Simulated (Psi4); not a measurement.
A dimer, C2H4 ··· CH4O (SMILES C=C and CO); the first 6 atoms form monomer A.

```
12

C     -0.6559     0.0897    -0.0202
C      0.6559    -0.0897     0.0202
H     -1.3428    -0.7442    -0.0992
H     -1.0974     1.0779     0.0243
H      1.3428     0.7442     0.0992
H      1.0975    -1.0779    -0.0243
C      0.6389     2.5796     2.5471
O     -0.2121     1.5223     2.9671
H      1.6893     2.2714     2.5004
H      0.5466     3.3714     3.2891
H      0.3452     2.9846     1.5723
H     -0.1514     0.8050     2.3288
```

**Question.** What interaction energy does SAPT0/jun-cc-pVDZ, frozen core (Psi4 1.11) give, and which attractive term is the largest?

**Answer.** Total -1.89 kcal/mol: electrostatics -3.56, exchange 4.79, induction -1.04, dispersion -2.08. The most attractive term is electrostatics.
